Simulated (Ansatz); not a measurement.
Interaction energy ladder

The pair of NH4⁺ (SMILES [NH4+], atoms 1–5) and CH3Cl (SMILES CCl, atoms 6–10), both closed shells, in one local arrangement (a lower one may exist), relaxed at PBE0-D4/def2-TZVP:

N1  (0.248, 0.399, -2.008)
H2  (-0.150, 1.222, -2.463)
H3  (-0.194, -0.439, -2.387)
H4  (0.076, 0.460, -0.969)
H5  (1.252, 0.367, -2.190)
C6  (-0.239, -0.536, 2.095)
Cl7  (-0.303, 0.899, 1.018)
H8  (-0.443, -0.171, 3.097)
H9  (0.757, -0.964, 2.033)
H10  (-1.004, -1.237, 1.773)
(Å)

Computed with Ansatz 0.2.0 (basis: def2-TZVPPD, with def2-QZVPPD for the basis limit); correlated methods freeze the cores. B3LYP uses VWN-RPA correlation. Extrapolation: Hartree–Fock as exp(−7.88 √X), correlation as X^−2.97. Interaction energies count from these two fragments, frozen as in the pair, with the counterpoise correction; negative means bound.

**Question.** What is the interaction energy by CCSD(T) at an estimated basis limit (MP2 extrapolated from triple and quadruple zeta, plus CCSD(T) − MP2 in triple zeta)? (Judge from chemistry; the value comes from the calculation.)

**Answer.** Computed: -56.9 kJ/mol. Hartree–Fock alone gives -44.4 kJ/mol at the basis limit. It counts from the two fragments frozen as in the pair.

The same quantity by other methods in triple zeta, and each one's difference from that estimate:
```
   method  E_int (kJ/mol)  difference
   PBE-D4           -65.0        -8.1
revPBE-D4           -61.1        -4.3
  BLYP-D4           -61.8        -4.9
r2SCAN-D4           -61.3        -4.4
   B97M-V           -59.1        -2.3
  PBE0-D4           -62.5        -5.6
 B3LYP-D4           -61.0        -4.2
 HSE06-D4           -62.5        -5.7
  wB97X-V           -57.8        -0.9
  wB97M-V           -57.7        -0.8
   B2PLYP           -56.1         0.7
       HF           -44.0        12.9
      MP2           -55.4         1.5
     CCSD           -52.0         4.9
  CCSD(T)           -53.9         3.0
```
Differences are method less estimate.

**Question.** Which atoms make the shortest contact between the fragments?

**Answer.** H4 and Cl7, 2.07 Å apart.

Energy to bend the free fragments (PBE0-D4 minima) into their shapes in the pair, CCSD(T)/def2-TZVPPD: NH4⁺ 2.0 kJ/mol; CH3Cl 0.2 kJ/mol. This must be added to the interaction energy to get the binding energy from relaxed fragments.

Basis-set superposition shift (counterpoise-corrected less uncorrected): CCSD(T) 2.8; MP2 2.7; HF 0.2; PBE0-D4 0.2; wB97M-V 0.3 kJ/mol.

The T1 diagnostic stays at or below 0.008.

For scale, one of the runs: CCSD(T)/def2-TZVPPD, 244 basis functions, launched by `ansatz run in.yaml --threads 4 --pin off --events-out ev --progress --plain --max-ram 9574MiB`. Time: 60 s of wall clock on 4 CPU threads of an Arm Neoverse V1; the host was shared. Peak host memory: 4.8 GiB.
